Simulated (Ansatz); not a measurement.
# SiH3 (doublet): the correlation ladder at distance H1–H2 along a hydrogen transfer = 0.987 Å, 6-31G

How much of the correlation energy of SiH3 (doublet) does each wave-function method recover here?

Method: 6-31G, core rule «outside noble gas», up to 5 orbitals frozen; program: Ansatz 0.2.0, Gaussian basis.

The runs, in order: UHF; CCSD(T) on ROHF; CCSD(T) on UHF; BCCD(T) on ROHF; CISD; CCSDT(Q) on ROHF; CCSDT(Q) on UHF; CISDTQ; CCSDTQ on ROHF; CCSDTQ on UHF; CASSCF and MRCISD+Q, 3 electrons in 3 orbitals; CASSCF and NEVPT2, 3 electrons in 3 orbitals; CASSCF and MRCISD+Q, 7 electrons in 7 orbitals; CASSCF and NEVPT2, 7 electrons in 7 orbitals; Full CI.

7 further runs of the same task are left out: 1 for a mislabelled method, 6 that didn't finish.

## (1) The system

The geometry derives from fragments relaxed apart (PBE0/def2-TZVP) and kept rigid, so it is no stationary point. A hydrogen atom is moved between rigid fragments.

4 atoms, charge 0, spin multiplicity 2.

Atoms are counted from 1 here; the program's logs count them from 0.

Bond lengths: H2–Si3 1.537 Å, Si3–H4 1.532 Å. Angles: H2–Si3–H4 105.0°.

Coordinates:

```xyz
4
charge 0, multiplicity 2
H    -2.4053    0.0479    0.0000
H    -1.4183    0.0479    0.0000
Si    0.1187    0.0479    0.0000
H     0.5152   -1.4316    0.0000
```

## (2) UHF

Contents of in.yaml:

```yaml
crystal:
  periodic: [false, false, false]
  atoms:
    - {symbol: H, position_ang: [-2.405268, 0.047936, 0.000000]}
    - {symbol: H, position_ang: [-1.418268, 0.047936, 0.000000]}
    - {symbol: Si, position_ang: [0.118732, 0.047936, 0.000000]}
    - {symbol: H, position_ang: [0.515166, -1.431577, 0.000000]}
basis:
  gaussian: {orbitals: 6-31G}
magnetization: {spin_polarized: true, initial_magnetization: 1}
hamiltonian: {xc: hf}
output: {orbitals: {seedname: orbitals}}
```

Run with:

```
$ ansatz run in.yaml --threads 1 --pin off --events-out ev --progress --plain --max-ram 2393MiB
```

After this run come: CCSD(T) on ROHF; CCSD(T) on UHF; BCCD(T) on ROHF; CISD; CCSDT(Q) on ROHF; CCSDT(Q) on UHF; CISDTQ; CCSDTQ on ROHF; CCSDTQ on UHF; CASSCF and MRCISD+Q, 3 electrons in 3 orbitals; CASSCF and NEVPT2, 3 electrons in 3 orbitals; CASSCF and MRCISD+Q, 7 electrons in 7 orbitals; CASSCF and NEVPT2, 7 electrons in 7 orbitals; Full CI.

Q: Predict the results of all the runs planned. Wanted: FCI below the RHF energy; RMP2 from FCI; UMP2 from FCI; RCCSD from FCI; RCCSD(T) from FCI; UCCSD(T) from FCI; RCCSDT(Q) from FCI; UCCSDT(Q) from FCI; NEVPT2 pair from FCI.

The runs gave:

| quantity | value |
| --- | --- |
| FCI below the RHF energy | -2.3963 eV |
| RMP2 from FCI | +78.6 kJ/mol |
| UMP2 from FCI | +86.4 kJ/mol |
| RCCSD from FCI | +5.1 kJ/mol |
| RCCSD(T) from FCI | +1.8 kJ/mol |
| UCCSD(T) from FCI | +3.0 kJ/mol |
| RCCSDT(Q) from FCI | +0.1 kJ/mol |
| UCCSDT(Q) from FCI | +0.1 kJ/mol |
| NEVPT2 pair from FCI | +45.0 kJ/mol |
| MRCISD+Q pair from FCI | -1.3 kJ/mol |
| NEVPT2 valence from FCI | +17.8 kJ/mol |
| levels within 1 kcal/mol (43 meV) | RCCSD(T), UCCSD(T), BCCD(T), RCCSDT, UCCSDT, CISDTQ, RCCSDT(Q), UCCSDT(Q), RCCSDTQ, UCCSDTQ, MRCISD+Q pair, MRCISD valence, MRCISD+Q valence |
| T1 diagnostic | 0.032 |
| effectively unpaired electrons | 1.15 |

**Reading.** RCCSD(T) misses by +1.8 kJ/mol, 0.8 % of the correlation energy. MRCISD+Q pair falls below full CI: the +Q correction isn't variational, and the cores differ from full CI's. One determinant dominates. Of the multireference levels listed MRCISD+Q valence comes nearest in total energy (+1.1 kJ/mol), which doesn't show that its space is the better one. These misses are within one basis, not against nature; the frozen cores of restricted and unrestricted runs differ, which can shift their rows.
